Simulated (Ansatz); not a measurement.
Geometry optimisation, Ansatz, RKS revPBE/6-31G*.

The input (input.yaml):

```yaml
crystal:
  periodic: [false, false, false]
  atoms:
    - { symbol: Si, position_ang: [-0.207301, -0.50293, -0.801334] }
    - { symbol: C, position_ang: [1.489856, 0.034837, 1.702097] }
    - { symbol: H, position_ang: [0.401398, -0.161128, 1.712389] }
    - { symbol: H, position_ang: [1.998754, -0.836308, 2.141568] }
    - { symbol: H, position_ang: [1.680332, 0.94137, 2.297276] }
    - { symbol: H, position_ang: [1.889801, 0.192824, 0.681108] }
    - { symbol: Si, position_ang: [-1.098448, 1.741123, -0.878765] }
    - { symbol: H, position_ang: [-2.456598, 1.598374, -1.532206] }
    - { symbol: H, position_ang: [-1.36413, 2.393957, 0.453176] }
    - { symbol: H, position_ang: [-0.319016, 2.731473, -1.700471] }
    - { symbol: H, position_ang: [-1.295949, -0.884994, 0.229163] }
basis:
  gaussian: { orbitals: "6-31G*" }
hamiltonian:
  xc: revpbe
relax:
  f_tol: 0.03
  max_steps: 50
output:
  orbitals: {}
```

Run as:

```bash
$ ansatz run input.yaml --threads 1 --pin off --max-ram 2048MiB --backend cpu --events-out ev --progress --plain --runs-dir out
```

Question: Where does it end, and by what steps?

Answer: It converged. The force dipped under the threshold on the way, but the program's further checks kept it going. After 6 steps the energy has fallen by 0.010 eV; H8 moved furthest, 0.18 Å.

| step | energy less start (eV) | largest force component (eV/Å) | accepted |
| --- | --- | --- | --- |
| 0 | 0.0000 | 0.102 | yes |
| 1 | -0.0039 | 0.067 | yes |
| 2 | -0.0058 | 0.034 | yes |
| 3 | -0.0078 | 0.047 | yes |
| 4 | -0.0088 | 0.037 | yes |
| 5 | -0.0095 | 0.025 | yes |
| 6 | -0.0098 | 0.029 | yes |

```xyz
11
Properties=species:S:1:pos:R:3
Si -0.360 -0.550 -0.839
C 1.549 0.044 1.712
H 0.479 -0.235 1.763
H 2.145 -0.759 2.173
H 1.687 0.990 2.260
H 1.888 0.184 0.670
Si -1.125 1.736 -0.863
H -2.396 1.673 -1.688
H -1.500 2.346 0.464
H -0.207 2.701 -1.567
H -1.440 -0.881 0.219
```

Whether the end is a true minimum wasn't checked by a vibrational analysis.

Run time: 9.1 s on 1 thread of Intel(R) Xeon(R) 6975P-C (Granite Rapids), with other jobs on the host, peak memory 0.13 GiB.
